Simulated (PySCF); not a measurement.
# Static response to an electric field

Compound: methoxymethyl fluoride, C₂H₅FO.
Numbering: `[CH3:1][O:2][CH2:3][F:4]` (hydrogens: H5, H6, H7 on C1; H8, H9 on C3)

Structure used (GFN2-xTB), in Å, numbered top down from 1:
```xyz
9
C2H5FO angstrom
C     -1.1368    0.1265   -0.2991
O      0.1451   -0.2666   -0.7618
C      1.1435   -0.1046    0.1503
F      1.0119   -0.9821    1.2074
H     -1.8189   -0.0271   -1.1312
H     -1.4497   -0.4838    0.5521
H     -1.1353    1.1825   -0.0078
H      1.1603    0.9013    0.6057
H      2.0934   -0.3401   -0.3407
```

Level: B3LYP/def2-SVPD (PySCF), static field, nuclei fixed, core orbitals frozen in the response. The polarisability tensor in these axes (au):

```
x   37.40 -0.98  1.77
y   -0.98 31.04 -0.39
z    1.77 -0.39 31.65
```

Q: Diagonalise the tensor; give its mean and Δα, where Δα² is half the sum of the squared differences of the eigenvalues.

A: Principal values 30.85, 31.18 and 38.06 au; mean 33.36 au = 4.94 Å³ = 5.50 × 10⁻⁴⁰ C²·m²/J; Δα = 7.05 au (21 % of the mean).

Q: What is the dipole moment, and where does it point?

A: (-0.55, 1.63, -0.27) D, 1.74 D in size, pointing from the negative to the positive side. Measured along this direction, the outermost atoms are F4 at the negative end and H7 at the positive end.

Q: Form Σ f/ω² (atomic units) for the 8 lowest TDDFT singlets, given as eV and f, and set it beside the mean polarisability, which is this sum over all singlets: 7.76, 0.0171; 8.48, 0.0123; 8.63, 0.0100; 8.79, 0.0570; 8.90, 0.0440; 9.20, 0.0142; 9.36, 0.0098; 9.52, 0.0286.

A: They add up to 1.84 au, 5.5 % of the 33.36 au; the largest single term is 0.55 au, from the state at 8.79 eV. Terms in order: 0.21, 0.13, 0.10, 0.55, 0.41, 0.12, 0.08, 0.23 au. Higher excitations give the rest. The strengths listed sum to 0.193.

Q: What would n − 1 = 2πNα be for an ideal gas of these molecules at 273.15 K and 1 atm, electronic part alone?

A: N = p/kT = 2.6868 × 10¹⁹ cm⁻³, so n − 1 = 2π × N × 4.94 × 10⁻²⁴ cm³ = 835 × 10⁻⁶ at long wavelengths, for an ideal gas.

Q: What depolarisation ratio follows for Rayleigh scattering of linearly polarised light, taking the static tensor?

A: ρ = 3Δα²/(45ᾱ² + 4Δα²) = 149.0/(50087 + 198.7) = 0.00296.

Q: Orientational against electronic polarisability at 250 K (dilute gas, rigid molecules)?

A: In Gaussian units μ²/3kT = 29.19 Å³ against 4.94 Å³, a ratio of 5.90; the Debye molar polarisation (4π/3)N_A(α + μ²/3kT) is 86.1 cm³/mol, leaving out the vibrational part.

Q: Find the Langevin capture rate constant for H3O+ (19.018 u) meeting this molecule (64.032 u), k = 2.342 × 10⁻⁹ cm³/s × √(α in Å³ / reduced mass in u).

A: The reduced mass is 14.66 u, so k = 1.36 × 10⁻⁹ cm³/s. The formula leaves out the permanent dipole, which adds to the capture rate.

Isolated species at its GFN2-xTB geometry (one conformer only).

These values come from a run that also computed excited states. The run took 5.4 s wall on x86-64 server, one thread, no GPU (shared host).
